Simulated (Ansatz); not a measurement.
**H2S + SiNH4 radical: a complex and its separated parts**

The complex below is one end of an elementary step. How strongly is it bound against its free parts?

The runs use Ansatz 0.2.0, Gaussian basis; PBE0-D4/def2-TZVP structures, single points in def2-TZVPP, no counterpoise correction.

Levels: SPW92, PBE-D4, BLYP-D4, r2SCAN-D4, B97M-V, PBE0-D4, B3LYP-D4, r2SCAN0-D4, BHLYP-D4, CAM-B3LYP-D4, wB97X-V, wB97M-V, B2PLYP, PBE-QIDH, RPA on PBE, Hartree-Fock, MP2, CCSD, CCSD(T).

Cores are frozen in the correlated methods. Orbitals are unrestricted. B3LYP uses VWN-RPA correlation. B2PLYP carries no dispersion term here.

94 further runs of the same task are left out: 94 set aside as unsound or not needed.

### Step 1. The starting structure

The complex: 9 atoms, charge 0, spin multiplicity 2.

Atoms are counted from 1 here; the program's logs count them from 0.

Bond lengths: H1–S4 1.345 Å, Si2–N3 1.720 Å, Si2–H5 1.495 Å, Si2–H6 1.492 Å, N3–H7 1.008 Å, N3–H8 1.010 Å, S4–H9 1.342 Å. Angles: N3–Si2–H5 108.5°, N3–Si2–H6 107.4°, H5–Si2–H6 110.3°, Si2–N3–H7 119.9°, Si2–N3–H8 118.3°, H7–N3–H8 111.6°, H1–S4–H9 92.1°.

As a file:

```
atom    x (Å)    y (Å)    z (Å)
  H1   0.6998  -1.9669  -0.5881
 Si2  -0.9424   0.6735  -0.7298
  N3   0.4023   1.3113   0.1318
  S4   1.2978  -2.1631   0.6002
  H5  -1.7457  -0.1729   0.2050
  H6  -1.7556   1.8295  -1.2083
  H7   0.8945   2.1139  -0.2277
  H8   1.0300   0.6637   0.5874
  H9   0.1192  -2.2888   1.2294
```

Its parts: H2S holds atoms 1, 4, 9; SiNH4 radical holds atoms 2, 3, 5, 6, 7, 8. Each part counts its atoms afresh in its own runs.

### Step 2. Relaxing H2S alone

The input, relax-a/in.yaml:

```yaml
crystal:
  periodic: [false, false, false]
  atoms:
    - {symbol: H, position_ang: [0.699816, -1.966941, -0.588093]}
    - {symbol: S, position_ang: [1.297841, -2.163134, 0.600208]}
    - {symbol: H, position_ang: [0.119212, -2.288787, 1.229434]}
basis:
  gaussian: {orbitals: def2-TZVP}
hamiltonian: {xc: pbe0, dispersion: d4}
relax: {f_tol: 0.005, max_steps: 200}
```

Run with:

```console
$ ansatz run in.yaml --threads 4 --pin off --events-out ev --progress --plain --max-ram 9574MiB
```

The runs that follow: Relaxing SiNH4 radical alone; SPW92/def2-TZVPP; PBE-D4/def2-TZVPP; BLYP-D4/def2-TZVPP; r2SCAN-D4/def2-TZVPP; B97M-V/def2-TZVPP; PBE0-D4/def2-TZVPP; B3LYP-D4/def2-TZVPP; r2SCAN0-D4/def2-TZVPP; BHLYP-D4/def2-TZVPP; CAM-B3LYP-D4/def2-TZVPP; wB97X-V/def2-TZVPP; wB97M-V/def2-TZVPP; B2PLYP/def2-TZVPP; PBE-QIDH/def2-TZVPP; RPA on PBE/def2-TZVPP; CCSD(T)/def2-TZVPP; Vibrations of H2S; Vibrations of SiNH4 radical.

Q: Predict the outcome of this session. Wanted: complex less parts, CCSD(T)/def2-TZVPP; with zero-point energy; largest T1 diagnostic.

**Answer**, as computed:

| quantity | value |
| --- | --- |
| complex less parts, CCSD(T)/def2-TZVPP | -2.49 kcal/mol |
| with zero-point energy | -1.42 kcal/mol |
| largest T1 diagnostic | 0.015 |

**Reading.** At CCSD(T) the complex lies 2.49 kcal/mol below its parts. The functionals run from PBE-QIDH, off by +0.16 kcal/mol, to SPW92, off by -3.11 kcal/mol, against CCSD(T). By rung, the mean size of the error is: LDA 3.11, GGA 1.38, meta-GGA 0.73, hybrid 0.81, range-separated hybrid 0.46, double hybrid 0.47 kcal/mol. PBE-D4 gives a relative energy 1.59 kcal/mol too low, an error of 64 % of the reference. No counterpoise was applied, and triple zeta lacks some correlation, so the CCSD(T) reference has a basis error of its own, and close matches with it are partly luck.
